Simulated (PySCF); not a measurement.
ammonia cation (H₃N), SMILES N (connectivity only; charge and spin as stated), charge +1, multiplicity 2.

The structure is a stationary point at PBE-D3(BJ)/def2-TZVPD. The multiplicity is an assumed one; other spin states were not compared.

The numbers are results of PySCF with PBE-D3(BJ)/def2-TZVPD, not measurements.

No scaling factor is applied to the harmonic values.

Modes within 1.5 cm⁻¹ of each other (mostly degenerate sets) share a row, with their intensities summed.

| mode | ν (cm⁻¹) | IR (km/mol) | moving atoms (share of kinetic energy) |
|---|---|---|---|
| 1 | 850 | 218.9 | H 82 %, N 18 % |
| 2–3 | 1483 | 130.7 | H 92 %, N 8 % |
| 4 | 3269 | 0.0 | H 100 % |
| 5–6 | 3440 | 519.2 | H 90 %, N 10 % |
